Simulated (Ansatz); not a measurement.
BSiH2F (SMILES B[Si]F): methods side by side

The species is BSiH2F (5 atoms), meant as a triplet with charge 0. As SMILES, `B[Si]F`. The coordinates come from a GFN2-xTB relaxation.

```xyz
5

B     0.2349    0.6857   -0.1241
Si   -0.8900   -0.8075   -0.2937
F    -0.5199   -2.1761    0.5589
H    -0.0003    1.6671   -0.7177
H     1.1753    0.6308    0.5765
```

Each level gives the energy change with the B1–H4 bond stretched from 1.171 to 1.756 Å (eV). The values are calculated.

| level | kind | program | value (eV) | less FCI/STO-3G | CPU time (all runs) |
| --- | --- | --- | --- | --- | --- |
| UHF/STO-3G | Hartree–Fock | Ansatz | 3.07 | +0.73 | 0.36 s |
| USVWN5/STO-3G | LDA | Ansatz | 2.49 | +0.15 | 2.3 s |
| UBLYP/STO-3G | GGA | Ansatz | 2.33 | -0.01 | 3.9 s |
| U-r2SCAN/STO-3G | meta-GGA | Ansatz | 2.56 | +0.22 | 11 s |
| U-r2SCAN0/STO-3G | hybrid meta-GGA | Ansatz | 2.74 | +0.40 | 11 s |
| UB3LYP/STO-3G | global hybrid | Ansatz | 2.55 | +0.21 | 4.6 s |
| U-wB97M-V/STO-3G | range-separated hybrid | Ansatz | 2.66 | +0.32 | 58 s |
| UMP2/STO-3G | perturbation theory | Ansatz | 2.83 | +0.49 | 0.34 s |
| UCCSDT(Q)/STO-3G | coupled cluster or CI | Ansatz | 2.34 | 0.00 | 3.9 s |
| FCI/STO-3G | exact in the basis | Ansatz | 2.34 | 0.00 | 2.4 min |

FCI/STO-3G is exact within its basis and frozen core, so for wave-function methods in that basis the difference is their error; functionals converge differently with the basis, so for them it is only a difference. The first shape isn't each level's own minimum. The values span 2.33 to 3.07 eV. Spin contamination of the reference (⟨S²⟩ at least 0.1 too high) touches UHF/STO-3G, UMP2/STO-3G, UCCSDT(Q)/STO-3G. All rows use very small basis sets, so even the best lies far from the true value. Times are those of the runs behind each value, whatever else they computed, on shared processors of several kinds: orders of magnitude only.
